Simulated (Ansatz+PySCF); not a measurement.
Values are calculated unless marked as measured or tabulated.
This PySCF input gave a total energy of -39.90332 hartree.

```python
from pyscf import gto, scf

mol = gto.M(atom="""
C 0.000000 0.000000 0.000000
H 1.901960 1.901960 1.901960
H 0.633990 -0.633990 -0.633990
H -0.633990 0.633990 -0.633990
H -0.633990 -0.633990 0.633990
""", basis='cc-pvdz', charge=0, spin=0)
mf = scf.RHF(mol)
mf.init_guess = 'huckel'
mf.kernel()
while True:  # follow internal instabilities
    mo, _, stable, _ = mf.stability(return_status=True)
    if stable: break
    mf.kernel(mf.make_rdm1(mo, mf.mo_occ))
print(mf.converged, mf.e_tot, mf.spin_square()[0])
```

(1) Write an input for Ansatz with the same method and basis set.

Answers

(1)

```yaml
crystal:
  periodic: [false, false, false]
  atoms:
    - { symbol: C, position_ang: [0.0, 0.0, 0.0] }
    - { symbol: H, position_ang: [1.90196, 1.90196, 1.90196] }
    - { symbol: H, position_ang: [0.63399, -0.63399, -0.63399] }
    - { symbol: H, position_ang: [-0.63399, 0.63399, -0.63399] }
    - { symbol: H, position_ang: [-0.63399, -0.63399, 0.63399] }
basis:
  gaussian: { orbitals: cc-pVDZ }
hamiltonian:
  xc: hf
```

Ansatz (development build ahead of 0.2.0) gave -39.90332 hartree, 0.03 meV from the first. Caution: an unrestricted determinant lies well below.
